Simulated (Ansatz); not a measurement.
# C3H3FOS: one species, many methods

Aim: compute C3H3FOS with functionals from several rungs and with coupled cluster, and see how far each lands from CCSD(T) at the basis-set limit for the atomisation energy.

Method: functionals in def2-TZVPP, the program's frozen cores in correlated methods; program: Ansatz 0.2.0, Gaussian basis.

Plan: LDA (SPW92), PBE-D4, revPBE-D4, BLYP-D4, r2SCAN-D4, B97M-V, PBE0-D4, B3LYP-D4, r2SCANh-D4, r2SCAN0-D4, HSE06-D4, BHLYP-D4, CAM-B3LYP-D4, LC-ωPBE, ωB97X-V, ωB97M-V, B2PLYP, PBE-QIDH; CCSD(T)/def2-SVP; CCSD(T)/def2-TZVPP; MP2/def2-QZVPP; extrapolation to the limit; RPA on PBE.

**1. The geometry**

An earlier PBE0-D4 in a triple-zeta def2 set relaxation fixed the geometry.

SMILES `C#CC(O)(F)S`, 9 atoms, charge 0, spin multiplicity 1.

Atoms are counted from 1 here; the program's logs count them from 0.

Bond lengths: C1–C2 1.197 Å, C1–H7 1.065 Å, C2–C3 1.456 Å, C3–O4 1.365 Å, C3–F5 1.379 Å, C3–S6 1.836 Å, O4–H8 0.966 Å, S6–H9 1.342 Å. Angles: C2–C1–H7 179.6°, C1–C2–C3 178.5°, C2–C3–O4 109.7°, C2–C3–F5 108.5°, C2–C3–S6 112.0°, O4–C3–F5 110.1°, O4–C3–S6 108.7°, F5–C3–S6 107.8°, C3–O4–H8 107.9°, C3–S6–H9 95.1°.

Geometry (Å):

```xyz
9
charge 0, multiplicity 1
C     1.45742    0.94101    1.30451
C     0.72777    0.31466    0.59134
C    -0.16542   -0.41661   -0.29628
O    -0.44715   -1.64001    0.23978
F     0.45766   -0.56661   -1.51737
S    -1.74204    0.48102   -0.57849
H     2.10566    1.49329    1.94356
H    -1.10045   -2.06948   -0.32693
H    -1.20515    1.41644   -1.37722
```

**2. LDA**

This LDA is Slater exchange with PW92 correlation.

File in.yaml:

```yaml
crystal:
  periodic: [false, false, false]
  atoms:
    - {symbol: C, position_ang: [1.457418, 0.941006, 1.304509]}
    - {symbol: C, position_ang: [0.727766, 0.314660, 0.591338]}
    - {symbol: C, position_ang: [-0.165415, -0.416606, -0.296278]}
    - {symbol: O, position_ang: [-0.447148, -1.640009, 0.239778]}
    - {symbol: F, position_ang: [0.457660, -0.566612, -1.517365]}
    - {symbol: S, position_ang: [-1.742041, 0.481017, -0.578487]}
    - {symbol: H, position_ang: [2.105664, 1.493286, 1.943564]}
    - {symbol: H, position_ang: [-1.100453, -2.069480, -0.326933]}
    - {symbol: H, position_ang: [-1.205151, 1.416437, -1.377225]}
basis:
  gaussian: {orbitals: def2-TZVPP}
hamiltonian: {xc: lda}
output: {orbitals: {seedname: orbitals}}
```

The run is started by

```sh
> ansatz run in.yaml --threads 4 --pin off --events-out ev --progress --plain --max-ram 10444MiB
```

The runs that follow: PBE-D4 (GGA); revPBE-D4 (GGA); BLYP-D4 (GGA); r2SCAN-D4 (meta-GGA); B97M-V (meta-GGA); B3LYP-D4 (hybrid); r2SCANh-D4 (hybrid); r2SCAN0-D4 (hybrid); HSE06-D4 (hybrid); BHLYP-D4 (hybrid); CAM-B3LYP-D4 (range-separated); LC-ωPBE (range-separated); ωB97X-V (range-separated); ωB97M-V (range-separated); B2PLYP (double hybrid); PBE-QIDH (double hybrid); CCSD(T) in def2-SVP; CCSD(T) in def2-TZVPP; MP2 in def2-QZVPP; RPA on PBE orbitals.

Before running them: what should the planned runs give, taken together? Wanted: atomisation energy, CCSD(T)/CBS; farthest beyond LDA; mean size of error, GGA; mean size of error, meta-GGA; mean size of error, hybrid; mean size of error, range-separated; mean size of error, double hybrid; gap, smallest and largest; T1 diagnostic.

As calculated:

```
                               quantity                                             value
        atomisation energy, CCSD(T)/CBS                                     3633.4 kJ/mol
 functionals within 18.2 kJ/mol (0.5 %)  B97M-V, B3LYP-D4, CAM-B3LYP-D4, LC-ωPBE, ωB97X-V
                    farthest beyond LDA                          BHLYP-D4 (-198.8 kJ/mol)
                mean size of error, GGA                                       78.3 kJ/mol
           mean size of error, meta-GGA                                       16.2 kJ/mol
             mean size of error, hybrid                                       64.3 kJ/mol
    mean size of error, range-separated                                        9.2 kJ/mol
      mean size of error, double hybrid                                       29.4 kJ/mol
              gap, smallest and largest         4.66 eV (LDA (SPW92)), 12.11 eV (LC-ωPBE)
                          T1 diagnostic                                            0.0129
triples share of the correlation energy                                             4.3 %
```

**Reading.** LDA overbinds by 720.8 kJ/mol (20 %). PBE-D4 misses by +168.4 kJ/mol. Double hybrids carry the basis error of their MP2 part in triple zeta, and no dispersion term here, so their miss is partly the set-up's. The rungs range-separated, meta-GGA miss on average by less than the doubt on the reference (18.2 kJ/mol), so they tie. The reference freezes the cores and leaves out relativity and excitations past (T), so misses under about 18.2 kJ/mol can't be ranked. Hartree-Fock recovers 67 % of the binding; the rest is correlation. CCSD(T) in def2-SVP is off by -205.1 kJ/mol, worse than the median functional, from the basis alone. Orbital gaps span 4.7 to 12.1 eV; exact exchange widens them.
